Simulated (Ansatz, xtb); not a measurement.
NOSi−: 4 structures ranked

4 gas-phase structures of NOSi−, found in a search over its isomers (lower ones may exist). Each was relaxed with GFN2-xTB:

A. the triplet with the links of `[O-]N=[Si]`
B. a singlet given by its coordinates
C. `[O-]N=[Si]`, a singlet
D. `N#[Si][O-]`, a singlet

B (Å):

```json
{"atom": "N", "x (Å)": "-0.7101", "y (Å)": "0.2584", "z (Å)": "-0.3553"}
{"atom": "O", "x (Å)": "0.8570", "y (Å)": "0.0361", "z (Å)": "-0.4654"}
{"atom": "Si", "x (Å)": "0.1643", "y (Å)": "0.4552", "z (Å)": "1.0362"}
```

Close contacts (Å): N1–O2 1.59, N1–Si3 1.66, O2–Si3 1.71.

Which do you expect lowest at r2SCAN-D4/def2-SVPD, and how would the others follow?

Calculated order at r2SCAN-D4/def2-SVPD: D (0.0), C (23.2), B (47.5), A (60.9) kcal/mol.

Energies above the lowest of each column, in kcal/mol; the last columns are at PBE0-D3(BJ)/def2-SVPD geometries and were run for some of them only (a dash: not run or not comparable):

```csv
structure,GFN2-xTB,HF/STO-3G,r2SCAN-D4/def2-SVPD,PBE0-D3(BJ)/def2-SVPD,CCSD(T)/def2-TZVPPD
D,0.0,51.5,0.0,0.0,0.0
C,101.5,8.4,23.2,19.9,31.5
B,98.2,3.6,47.5,44.3,45.3
A,–,0.0,60.9,–,–
```

CCSD(T)/def2-TZVPPD puts D lowest of those it was run on; HF/STO-3G picks A. Frequencies (PBE0-D3(BJ)/def2-SVPD) were run for B, C, D alone. GFN2-xTB has no spin polarisation and isn't compared across spin states. Open shells are spin-unrestricted, some with notable spin contamination. Large T1 diagnostics make some coupled-cluster values less sure.

Programs: Ansatz 0.2.0, xtb 6.7.1.
